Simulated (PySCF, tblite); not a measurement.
# Complex of hydrogen fluoride and 3 × hydrogen chloride

A gas-phase complex of hydrogen fluoride and 3 × hydrogen chloride; neutral, singlet. The structure comes from a short search (6 tight-binding starts) and was relaxed by PBE0-D3(BJ)/def2-SVPD; another way of binding may lie lower. Frequencies by PBE0-D3(BJ)/def2-SVPD show no clear imaginary mode.

| part | name | SMILES | atoms | charge | multiplicity |
| --- | --- | --- | --- | --- | --- |
| 1 | hydrogen fluoride | F | 1–2 | 0 | 1 |
| 2 | hydrogen chloride | Cl | 3–4 | 0 | 1 |
| 3 | hydrogen chloride | Cl | 5–6 | 0 | 1 |
| 4 | hydrogen chloride | Cl | 7–8 | 0 | 1 |

```xyz
8

F    -0.352    0.349    1.051
H    -0.469    0.004    0.183
Cl    0.108    3.367    0.870
H    -0.074    2.081    1.058
Cl   -0.696   -0.454   -1.846
H    -0.608    0.806   -2.215
Cl   -0.434    2.955   -2.561
H    -0.223    3.206   -1.287
```
Atom numbers follow the order of the file, from 1.

Contacts between parts, classed by geometry: H4···F1 1.754 Å (hydrogen bond, 172°); H2···Cl5 2.092 Å (hydrogen bond, 171°); H6···Cl7 2.183 Å (hydrogen bond, 173°); H8···Cl3 2.189 Å (hydrogen bond, 173°).

Interaction energies are complex less parts, with the parts frozen as they stand in it; counterpoise-corrected, in kcal/mol (PySCF).

(1) How strongly do the parts interact, level by level?

(2) What holds them together? Decompose the wB97M-D3(BJ)/def2-TZVPD energy: frozen parts, their antisymmetrised product, then relaxation.

The parts were also relaxed and run alone, at the levels used for the complex: vibrations by PBE0-D3(BJ)/def2-SVPD; shieldings by PBE0/pcSseg-2.

Values alone: Cl3–H4 bond (Å): 1.288; stretch carried by H4 (cm⁻¹, harmonic): 2996; its infrared intensity (km/mol): 48; shielding of H4 (ppm): 30.41; shielding of F1 (ppm): 410.9; shielding of H2 (ppm): 29.19; shielding of Cl5 (ppm): 938.5.

(3) What does binding change?

Answers

(1) 
| level | interaction | superposition error removed |
| --- | --- | --- |
| wB97M-D3(BJ)/def2-TZVPD | -13.65 | -0.45 |
| PBE0-D3(BJ)/def2-TZVPD | -17.37 | -0.48 |

(2) electrostatic -26.5, Pauli repulsion +40.2, orbital relaxation -24.4, dispersion correction -3.4 kcal/mol, which sum to the value before the counterpoise correction; the Pauli term holds the exchange-correlation of the frozen density too. Of the attraction, 49 % is electrostatic, 45 % is orbital relaxation, 6 % is dispersion correction.

(3) 
```
                              property  alone  in the complex  change
                       Cl3–H4 bond (Å)  1.288           1.312  +0.024
stretch carried by H4 (cm⁻¹, harmonic)   2996            2706    -290
       its infrared intensity (km/mol)     48             919        
                 shielding of H4 (ppm)  30.41           24.85   -5.56
                 shielding of F1 (ppm)  410.9           353.6   -57.3
                 shielding of H2 (ppm)  29.19           24.37   -4.82
                shielding of Cl5 (ppm)  938.5           895.7   -42.8
```
